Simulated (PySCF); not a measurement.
Compound: C₄H₄S₂ (charge +1 and doublet state).
Cartesian coordinates in Å at the GFN2-xTB level; atoms count from 1:
```
atom  x, y, z in Å
S1     2.6508   -0.1005   -0.1317
C2     0.9537    0.0528   -0.0403
C3     0.0492   -1.0124   -0.1033
C4    -1.2643   -0.5905   -0.0027
C5    -1.3796    0.7903    0.1376
S6     0.1052    1.5921    0.1488
H7     2.9460    1.2084   -0.0174
H8     0.3599   -2.0358   -0.2179
H9    -2.1168   -1.2463   -0.0279
H10   -2.2951    1.3466    0.2324
```

The hyperfine couplings belong to this conformer and change with its torsions.

The species is `[SH+]c1cccs1` [radical] (charge +1).

The calculation used UKS B3LYP, pcH-1 on C H S, non-relativistic, mean-field spin-orbit, GIAO in PySCF 2.14.0. One conformer (not necessarily the lowest) at the GFN2-xTB geometry, without solvent, vibrations or thermal averaging. The geometry wasn't refined by DFT: couplings that depend on bond lengths, twists or pyramidal angles can differ widely from those at the functional's own minimum, by a factor of two or more for some ions and for spin on atoms past the first row. Stability of the SCF solution: not tested.

(1) Match the computed a_iso(33S) values +15.0, -1.4 MHz with the sites S1; S6.

(2) The isotropic 13C couplings are +31.8, +16.5, -10.4, +3.1 MHz. Assign them to C2; C3; C4; C5.

(3) The isotropic 1H couplings are -26.7, -17.1, -9.7, -3.3 MHz. Assign them to H7; H8; H9; H10.

Results:

(1) 
| site | a_iso (MHz) | ρ(0) (bohr⁻³) | position | distance from S1 (Å) | spin population | largest \|T\| (MHz) |
| --- | --- | --- | --- | --- | --- | --- |
| S1 | +15.0 | +0.0449 | largest spin population | 0.00 | +0.37 | 75.9 |
| S6 | -1.4 | -0.0041 | 1 bond from C5 | 3.07 | -0.04 | 0.8 |

(2) 
```
site  a_iso (MHz)  ρ(0) (bohr⁻³)          position  distance from S1 (Å)  spin population  largest |T| (MHz)
  C2        +16.5        +0.0145    1 bond from S1                  1.71            +0.21               43.0
  C3         +3.1        +0.0028   2 bonds from C5                  2.76            +0.11               21.1
  C4        -10.4        -0.0092    1 bond from C5                  3.95             0.00                5.2
  C5        +31.8        +0.0283  a main spin site                  4.14            +0.37               62.3
```

(3) 
```csv
site,a_iso (MHz),ρ(0) (bohr⁻³),position,distance from S1 (Å),bound to,spin population there,largest |T| (MHz)
H7,-17.1,-0.0038,1 bond from S1,1.35,S1,+0.37,9.1
H8,-9.7,-0.0022,"3 bonds from S1, on C3 of spin population +0.11",3.00,C3,+0.11,8.4
H9,-3.3,-0.0007,2 bonds from C5,4.90,C4,0.00,5.9
H10,-26.7,-0.0060,1 bond from C5,5.17,C5,+0.37,17.1
```

ρ(0) is the spin density at the nucleus and T the dipolar tensor; a_iso includes a spin–orbit part. The largest Mulliken spin populations are on S1 (+0.37), C5 (+0.37), C2 (+0.21) and C3 (+0.11). Three atoms exceed +0.15. Main spin sites, with 60 % or more of the largest population: S1, C5; positions count bonds from the nearest.

The SMILES `[SH+]c1cccs1` draws the unpaired electron on S1, whose computed spin population is only +0.37.
